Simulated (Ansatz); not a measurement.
Job for Ansatz (a program for electronic structure): R-CCSD(T)/aug-cc-pVQZ on H2O (SMILES O).

Ansatz 0.2 input:
```yaml
crystal:
  periodic: [false, false, false]
  atoms:
    - {symbol: O, position_ang: [1.56850100, 0.10589200, 0.00000500]}
    - {symbol: H, position_ang: [0.60673600, -0.03396200, -0.00062800]}
    - {symbol: H, position_ang: [1.94051900, -0.78000500, 0.00022200]}
basis:
  gaussian:
    orbitals: aug-cc-pVQZ
magnetization: {spin_polarized: false}
correlation: {method: ccsd_t, electrons: outside_noble_gas}
scf: {lower_state_search: off}
```

The head of its log:

```
WARN ansatz: RAYON_NUM_THREADS=1 ignored (pool sized by the plan → 1); use --threads N
Functional definition: HF
these checks for a lower state are left out or cut short: stability, starts, cluster_reference, orbital_swaps, neighbouring_geometries, increment
integrals: 0.53 GiB planned
1027 factors; integrals over basis functions are off by at most 1.1e-3 eV
mean field: 0.31 GiB planned
mean field evaluation 1: about -2067.9516 eV, gradient 3.4e1 eV
mean field evaluation 2: about -2067.9516 eV, gradient 3.4e1 eV
mean field evaluation 4: about -2069.8301 eV, gradient 1.4e0 eV
mean field evaluation 8: about -2069.8379 eV, gradient 4.8e-5 eV
mean field -2069.83794628 eV, -76.0651415392 hartree, gradient 1.8e-6 eV, S^2 0.000000; 0 other end points of the search recorded, 0 dependent functions left out
1 core orbitals not correlated
reference -2069.83794628 eV, -76.0651415392 hartree; 4, 4 occupied and 167, 167 virtual orbitals, 1027 factors
```

### Question
Give the final energy of this run.

### Answer
-76.3634 hartree (reference determinant -76.0651, T1 diagnostic 0.009).
